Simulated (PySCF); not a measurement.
**How well do the runs reproduce experiment for 1-pentanol?**

**Experimental background.**

NIST CCCBDB Release 22 (SRD 101), experimental polarizabilities lists, for the gas: mean polarisability 11.581 Å³.

The runs below try to reproduce these values; the comparison stands at the end.

Species: 1-pentanol, C₅H₁₂O.
Atom-mapped SMILES: `[CH3:1][CH2:2][CH2:3][CH2:4][CH2:5][OH:6]` (hydrogens: H7, H8, H9 on C1; H10, H11 on C2; H12, H13 on C3; H14, H15 on C4; H16, H17 on C5; H18 on O6)

Geometry (GFN2-xTB, Å), atoms numbered from 1 in this order:
```xyz
18
C5H12O angstrom
C      2.742    0.157    0.414
C      1.422    0.621   -0.189
C      0.257   -0.282    0.213
C     -1.063    0.187   -0.391
C     -2.231   -0.710    0.018
O     -3.453   -0.311   -0.556
H      2.980   -0.852    0.083
H      2.687    0.157    1.501
H      3.551    0.816    0.111
H      1.214    1.642    0.138
H      1.506    0.633   -1.278
H      0.171   -0.297    1.302
H      0.461   -1.304   -0.116
H     -0.990    0.194   -1.481
H     -1.268    1.211   -0.064
H     -2.065   -1.731   -0.334
H     -2.312   -0.735    1.116
H     -3.618    0.609   -0.317
```

Runs made with PySCF (gas phase, on this GFN2-xTB geometry; no spin–orbit coupling):

```csv
level,job,basis functions,wall time
"PBE0/IGLO-II, start guess atom","1 singlet by TDA, 2 Tamm–Dancoff triplets, polarisability",204,23 s
```

Hardware: Intel Xeon Platinum 8488C, one thread (shared host).

Results beside the measurements:

**Mean polarisability.** Measured: 11.581 Å³ (NIST CCCBDB Release 22 (SRD 101), experimental polarizabilities).

```json
{"level": "PBE0/IGLO-II", "computed (Å³)": "9.498", "computed − measured (Å³)": "-2.083", "% (from the printed values)": "-18"}
```

The computed values are static and purely electronic, with core orbitals frozen in the response (1 au = 0.148185 Å³). The table of measured values doesn't say here whether a value is static or optical, or holds a vibrational part. The measurement averages over conformers, the calculation has one.

No measured geometry was used, and the causes of the misses weren't examined.
